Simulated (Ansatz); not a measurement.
Rhombohedral A7 Sb, treated with PBEsol+SOC in Ansatz (plane waves, PAW).

Run with plane-wave cutoff 520 eV, 16×16×16 k mesh, Fermi–Dirac smearing 0.05 eV, PAW data made under PBE.

The cell is scaled about its equilibrium volume:

Shape and atoms are relaxed at each volume.

| V (Å³/atom) | P (GPa) | c (Å) | a (Å) |
|---|---|---|---|
| 28.670 | 1.91 | 10.818 | 4.285 |
| 29.267 | 0.89 | 10.944 | 4.304 |
| 29.865 | 0.01 | 11.072 | 4.323 |
| 30.462 | -0.77 | 11.205 | 4.340 |
| 31.059 | -1.42 | 11.345 | 4.355 |

Note: the cell comes from a level without a dispersion term, which matters for the spacing of layers, chains or molecules; the bulk modulus comes from volumes at which shape and atoms were relaxed.

Ansatz is a program for electronic structure.
